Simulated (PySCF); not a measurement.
Isomers of C5H13N, mass 87.105 u with the commonest isotopes. Method used: PBE0-D3(BJ)/def2-SVP geometry optimisation, gas phase (PySCF). One conformer each, none proved a minimum here; rigid rotors.

Question: Order these by out-of-plane moment Σ m c² = (Ia + Ib − Ic)/2, largest first.
A. `[CH3:1][CH2:2][CH2:3][N:4]([CH3:5])[CH3:6]` with C1–C2–C3–N4 -173°, C2–C3–N4–C5 -66°
B. `[CH3:1][CH2:2][C@@H:3]([CH3:4])[CH2:5][NH2:6]` with C1–C2–C3–C4 167°, C2–C3–C5–N6 174°, C3–C5–N6–H 175° and -68° (2-methylbutylamine)
C. `[CH3:1][CH2:2][NH:3][CH:4]([CH3:5])[CH3:6]` with C1–C2–N3–C4 -176°, C2–N3–C4–C5 168°

Answer: B (15.01 u·Å²), C (13.36 u·Å²), A (11.98 u·Å²).

Question: Order these by rotational constant C, largest first.
A. `[CH3:1][CH2:2][C@@H:3]([CH3:4])[CH2:5][NH2:6]` with C1–C2–C3–C4 167°, C2–C3–C5–N6 174°, C3–C5–N6–H 175° and -68° (2-methylbutylamine)
B. `[CH3:1][CH2:2][CH2:3][NH:4][CH2:5][CH3:6]` with C1–C2–C3–N4 61°, C2–C3–N4–C5 -178°, C3–N4–C5–C6 -179° (N-ethylpropylamine)
C. `[CH3:1][CH2:2][NH:3][CH:4]([CH3:5])[CH3:6]` with C1–C2–N3–C4 -176°, C2–N3–C4–C5 168° (N-ethylisopropylamine)

Answer: A (1693 MHz), C (1575 MHz), B (1374 MHz).

Question: Order these by radius of gyration √(Σ m r²/M), smallest first.
A. `[CH3:1][CH2:2][NH:3][CH:4]([CH3:5])[CH3:6]` with C1–C2–N3–C4 -176°, C2–N3–C4–C5 168°
B. `[CH3:1][CH2:2][C@@H:3]([CH3:4])[CH2:5][NH2:6]` with C1–C2–C3–C4 167°, C2–C3–C5–N6 174°, C3–C5–N6–H 175° and -68°
C. `[CH3:1][CH2:2][CH2:3][NH:4][CH2:5][CH3:6]` with C1–C2–C3–N4 61°, C2–C3–N4–C5 -178°, C3–N4–C5–C6 -179°

Answer: B (1.897 Å), A (1.959 Å), C (2.096 Å).

```json
{"SMILES": "CC[C@@H](C)CN", "point group": "C1", "Ia (u·Å²)": "104.79", "Ib (u·Å²)": "223.81", "Ic (u·Å²)": "298.57", "κ": "-0.64", "μa (D)": "0.23", "μb (D)": "1.33", "μc (D)": "0.17"}
{"SMILES": "CCNC(C)C", "point group": "C1", "Ia (u·Å²)": "74.76", "Ib (u·Å²)": "272.89", "Ic (u·Å²)": "320.93", "κ": "-0.89", "μa (D)": "0.07", "μb (D)": "0.31", "μc (D)": "0.74"}
{"SMILES": "CCCN(C)C", "point group": "C1", "Ia (u·Å²)": "69.22", "Ib (u·Å²)": "279.51", "Ic (u·Å²)": "324.78", "κ": "-0.91", "μa (D)": "0.02", "μb (D)": "0.01", "μc (D)": "0.37"}
{"SMILES": "CCCNCC", "point group": "C1", "Ia (u·Å²)": "60.35", "Ib (u·Å²)": "337.39", "Ic (u·Å²)": "367.87", "κ": "-0.96", "μa (D)": "0.28", "μb (D)": "0.62", "μc (D)": "0.50"}
```
